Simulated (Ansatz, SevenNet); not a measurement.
# Zinc-blende GaSb: properties by level of theory

Reference values: lattice constant a 6.096 Å (measured, 300 K, not corrected to a static lattice; as tabulated in Vurgaftman et al. (2001), doi:10.1063/1.1368156); bulk modulus 57 GPa (measured, temperature not stated, not corrected to a static lattice; as tabulated in Toher et al. (2017), arXiv:1611.05714).

```csv
level (code),lattice parameter a (Å),bulk modulus (GPa)
SevenNet-0,6.218,41.4
PBE (Ansatz),___,44.7
revPBE (Ansatz),6.264,41.4
B3LYP (VWN-RPA form) (Ansatz),6.241,44.0
r²SCANh (Ansatz),6.116,56.0
```

Problem. What belongs in the gaps?

Solution. 
- PBE (Ansatz, an electronic-structure program), lattice parameter a (Å): 6.214

Differences from the reference values (errors of the level alone only where the reference is corrected to a static lattice):

| level | lattice constant a (%) | bulk modulus (%) |
|---|---|---|
| SevenNet-0 | +2.00 | -27 |
| PBE | +1.94 | -22 |
| revPBE | +2.76 | -27 |
| B3LYP (VWN-RPA form) | +2.38 | -23 |
| r²SCANh | +0.33 | -1.8 |

Nearest: lattice constant a, not ranked (reference at room or unstated temperature); bulk modulus, not ranked (reference at room or unstated temperature).

Machine-learned potentials (SevenNet-0) are trained on DFT data: a solid inside that data is no test of them.

Ansatz's density-functional and Hartree–Fock values are scalar-relativistic unless marked +SOC, with PAW data made under PBE.

Differences are worked out from the printed values.

The computed numbers hold no vibrational or temperature effects.
